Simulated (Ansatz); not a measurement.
Input file:

```yaml
crystal:
  periodic: [false, false, false]
  atoms:
    - {symbol: Se, position_ang: [0.000000, 0.000000, 0.000000]}
    - {symbol: Mg, position_ang: [0.000000, 0.000000, 3.433000]}
basis:
  gaussian: {orbitals: cc-pVDZ}
total_charge: 1
magnetization: {spin_polarized: true, initial_magnetization: 3}
hamiltonian: {xc: {name: CAM-B3LYP}}
```

```sh
$ ansatz run in.yaml --threads 1 --pin off --events-out ev --progress --plain --max-ram 2393MiB
```

The program prints:

```
  # Exact exchange under (alpha + beta erf(omega r))/r, Becke's under what is left of 1/r.
490 factors; integrals over basis functions are off by at most 5.0e-4 eV
148 factors; integrals over basis functions are off by at most 2.1e-5 eV
mean field evaluation 1: about -70786.5124 eV, gradient 1.1e1 eV
mean field evaluation 2: about -70787.3961 eV, gradient 7.2e0 eV
mean field evaluation 4: about -70787.6866 eV, gradient 2.0e-1 eV
mean field evaluation 8: about -70787.6934 eV, gradient 9.3e-3 eV
mean field evaluation 16: about -70787.2625 eV, gradient 2.6e0 eV
mean field -70787.69342978 eV, -2601.3997519226 hartree, gradient 2.5e-5 eV, S^2 3.757512; 1 other end points of the search recorded, 0 dependent functions left out
reference -70787.69352932 eV, -2601.3997555804 hartree; 24, 21 occupied and 21, 24 virtual orbitals, 490 factors
Total energy: -70787.69352932 eV, -2601.3997555804 hartree
```

Ran on 1 thread of Arm Neoverse V2, shared host: 2.4 s wall, 0.16 GiB peak host memory.
